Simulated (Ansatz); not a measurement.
fcc Ni was calculated with LDA (Ansatz, an electronic-structure program, PAW).

Settings: plane-wave cutoff 520 eV, 26×26×26 k mesh, Fermi–Dirac smearing 0.05 eV, spin-polarised with parallel moments, scalar-relativistic PAW data made under PBE.

Pressure at four volumes; x = ln(V/10.017 Å³). One pressure is withheld.

```json
[
 {"V (Å³/atom)": "9.416", "x": "-0.0619", "P (GPa)": "?"},
 {"V (Å³/atom)": "9.616", "x": "-0.0409", "P (GPa)": "11.88"},
 {"V (Å³/atom)": "10.017", "x": "0.0000", "P (GPa)": "0.31"},
 {"V (Å³/atom)": "10.618", "x": "0.0583", "P (GPa)": "-12.65"}
]
```

Pass a parabola P(x) through the three rows shown, estimate the bulk modulus and its pressure derivative near zero pressure, and predict the withheld pressure.

Slopes between the rows: (0.31 − (11.88))/(0.0000 − (-0.0409)) = -282.89 and (-12.65 − (0.31))/(0.0583 − (0.0000)) = -222.30 GPa. Their difference over the span 0.0992 is c = 60.59/0.0992 = 610.8 GPa, so P(x) = 11.88 + (-282.89)(x − (-0.0409)) + 610.8 (x − (-0.0409))(x − (0.0000)). At the middle row B = −dP/dx = −[-282.89 + 610.8 × 0.0409] = 257.9 GPa, and B′ = dB/dP = 2c/B = 4.7. At x = -0.0619 the parabola gives 18.61 GPa; the run gives 18.76 GPa. The Birch–Murnaghan fit to the energies at all volumes has B0 = 255 GPa and B′ = 4.9.

Measured, for comparison: bulk modulus 192 GPa (0 K value with the zero-point phonon effect removed, sources range from 186 to 195; as tabulated in Mejia-Rodriguez and Trickey (2018), arXiv:1807.09216). Computed less measured: bulk modulus +33 % (+31 % to +37 % over the range).
